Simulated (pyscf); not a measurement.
Optimised with ωB97X-D3(BJ)/def2-SVP in PySCF.

**Question.** PBE/def2-TZVP puts the barrier of `[OH][Sb]([OH])[OH]` + `[H][H]` -> `[OH][SbH][OH]` + `[OH2]` (four-centre exchange; singlet surface; O–Sb, H–H broken, H–Sb, H–O formed) at 1.40 eV and the reaction energy at +0.44 eV, from the separated reactants. What do r²SCAN/def2-TZVP, M06-2X/def2-TZVP, ωB97M-D3(BJ)/def2-TZVP give on the same structures?

**Answer.** r²SCAN: ΔE‡ = 1.53 eV, ΔE = +0.50 eV; M06-2X: ΔE‡ = 1.76 eV, ΔE = +0.59 eV; ωB97M-D3(BJ): ΔE‡ = 1.65 eV, ΔE = +0.41 eV. PBE's barrier lies under all of them, by 0.12 to 0.36 eV. Its reaction energy lies among theirs. At the saddle there is also a short H–Sb contact that neither side keeps. One saddle was located; it need not be the lowest between these sides. Elements past Kr carry the def2 core potentials, without spin-orbit coupling.
